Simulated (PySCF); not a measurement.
# Adding and removing an electron: P2

RHF-CCSD(T); PySCF, no relativity, basis sets P def2-SVP. Neutral (RHF): singlet (closed shell), Re = 1.919 Å, ωe = 775 cm⁻¹, De = 4.03 eV.

P₂⁺ (UHF): doublet (π ↑), Re = 2.008 Å, ωe = 671 cm⁻¹, De = 4.05 eV to P⁺ + P. The energies at the minima are -681.50206 hartree for P2 and -681.12867 for P₂⁺.

Task: Work out the adiabatic ionisation energy, without and with harmonic zero-point energies (1 hartree = 27.2114 eV, 1 eV = 8065.5 cm⁻¹), and the change of the bond length.

Result: At CCSD(T): 0.37339 hartree = 10.160 eV between the minima; the zero-point term (671.0 − 775.0)/2 cm⁻¹ = -0.006 eV makes it 10.154 eV. Re changes by +8.9 pm against the neutral. The electron leaves a π orbital, and the longer bond of the ion fits a bonding orbital, or a change in how ionic the bond is.

Correlated steps freeze 10 core orbitals. Correlated levels converge slowly with the basis: in double zeta they bind strong bonds too weakly, by up to about 1 eV, and carry superposition errors of some tenths. Where the molecule has an RHF reference, its open-shell atoms are computed with UHF. States were picked by a PBE0 search and need not be the measured ground states.

Neutral and ion stand on different kinds of reference determinant, which adds to the error of the difference.
